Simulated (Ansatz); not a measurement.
**CH₄OSi (SMILES OC=[SiH2]): single points off equilibrium**

The task here is to estimate one member of a computed series from the others.

Program: Ansatz 0.2.0, Gaussian basis. Level of theory: single points in def2-TZVPP. These are calculated values, not measurements.

Cores are frozen in the correlated methods.

### The system as given

7 atoms, charge 0, spin multiplicity 1.

Atoms are counted from 1 here; the program's logs count them from 0.

Bond lengths: O1–C2 1.389 Å, O1–H4 1.021 Å, C2–Si3 1.748 Å, C2–H5 1.050 Å, Si3–H6 1.400 Å, Si3–H7 1.424 Å. Angles: C2–O1–H4 107.2°, O1–C2–Si3 120.6°, O1–C2–H5 118.7°, Si3–C2–H5 120.6°, C2–Si3–H6 121.9°, C2–Si3–H7 125.0°, H6–Si3–H7 112.9°.

Geometry (Å):

```xyz
7
charge 0, multiplicity 1
O    -1.1130   -1.0052   -0.6624
C    -0.4410    0.1703   -0.3530
Si    0.9544    0.1480    0.6992
H    -1.9356   -0.7480   -1.2105
H    -0.7698    1.0690   -0.7859
H     1.6822    1.3088    0.9878
H     1.5333   -1.0242    1.2624
```

Set-up of the first run:

run/in.yaml reads:

```yaml
crystal:
  periodic: [false, false, false]
  atoms:
    - {symbol: O, position_ang: [-1.113000, -1.005200, -0.662400]}
    - {symbol: C, position_ang: [-0.441000, 0.170300, -0.353000]}
    - {symbol: Si, position_ang: [0.954400, 0.148000, 0.699200]}
    - {symbol: H, position_ang: [-1.935600, -0.748000, -1.210500]}
    - {symbol: H, position_ang: [-0.769800, 1.069000, -0.785900]}
    - {symbol: H, position_ang: [1.682200, 1.308800, 0.987800]}
    - {symbol: H, position_ang: [1.533300, -1.024200, 1.262400]}
basis:
  gaussian: {orbitals: def2-TZVPP}
correlation: {method: ccsd_t}
output: {forces: true}
```

No record of the launch command was kept for these runs.

Steps of the session up to this table: CCSD(T)/def2-TZVPP; PBE0-D4/def2-TZVPP; wB97M-V/def2-TZVPP; r2SCAN-D4/def2-TZVPP; PBE-D4/def2-TZVPP; CAM-B3LYP-D4/def2-TZVPP; r2SCAN0-D4/def2-TZVPP.

One of the session's tables, all rows but one given; the rest of the session is left out.

| method | RMS force component (eV/Å) | angle to CCSD(T) forces (°) | dipole (D) |
| --- | --- | --- | --- |
| CCSD(T) | 1.107 | reference | 1.53 |
| PBE0-D4 | 1.230 | 10.1 | 1.55 |
| wB97M-V | 1.207 | 9.8 | 1.45 |
| r2SCAN-D4 | 1.146 | 7.2 | 1.68 |
| PBE-D4 | 1.081 | 10.8 | 1.69 |
| CAM-B3LYP-D4 | ? | ? | ? |
| r2SCAN0-D4 | 1.271 | 10.7 | 1.56 |

**Question.** Estimate the row for CAM-B3LYP-D4.

The run gave: RMS force component (eV/Å): 1.229; angle to CCSD(T) forces (°): 11.3; dipole (D): 1.46. In the column «RMS force component (eV/Å)» it lies between wB97M-V (1.207) and PBE0-D4 (1.230).
